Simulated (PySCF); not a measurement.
# Which method gave which barrier?

Saddle point of Si2H8S, closed shell (Si₂H₆ ([SiH3][SiH3]) + H₂S → SiH₄S ([SiH3][SH]) + SiH₄; bonds formed: Si1–S7, Si2–H6; bonds broken: Si1–Si2, H6–S7), PBE0-D4/def2-TZVP structure:

```xyz
11
angstrom
Si -1.0290 -0.5080 0.2514
Si 0.5718 0.9485 -1.0141
H -0.6627 -1.5638 -0.7686
H -2.5282 -0.6640 0.1800
H -0.9827 0.5837 1.2922
H 0.8409 -0.4112 0.3118
S 0.6741 -1.6176 1.4012
H -0.5426 1.6225 -1.7504
H 1.4617 0.3215 -2.0285
H 1.2907 2.0048 -0.2497
H 0.9059 -0.7163 2.3746
```

PySCF 2.14 with density fitting (its default auxiliary sets; JK sets also for MP2 and CCSD(T)); basis: def2-TZVPP, with def2-QZVPP for the basis limit; cores frozen in the correlated methods. B3LYP uses VWN-RPA correlation. Extrapolation: Hartree–Fock as exp(−7.88 √X), correlation as X^−2.97. Four methods, as single points on the PBE0-D4 structures, gave these electronic barriers from the start structure: 180.8, 255.9, 270.9, 364.5 kJ/mol.

Task: The methods were, in alphabetical order, B3LYP-D4, CCSD(T), HF, SPW92. Which gave which? (Judge from chemistry; the calculation decides.)

Result: By the calculation: SPW92 180.8; B3LYP-D4 255.9; CCSD(T) 270.9; HF 364.5 kJ/mol. For comparison, CCSD(T) at an estimated basis limit (MP2 extrapolated from triple and quadruple zeta, plus CCSD(T) − MP2 in triple zeta) gives 261.9 kJ/mol.

T1 diagnostic: at most 0.014.

Labels in which every atom is bracketed show which atoms are joined, not bond orders.

For scale, one of the runs: CCSD(T)/def2-TZVPP, 238 basis functions, launched by `OMP_NUM_THREADS=4 python run.py`. Hardware: 4 CPU threads of an Arm Neoverse V2, shared host. Wall time 11 min; peak host memory 3.6 GiB.
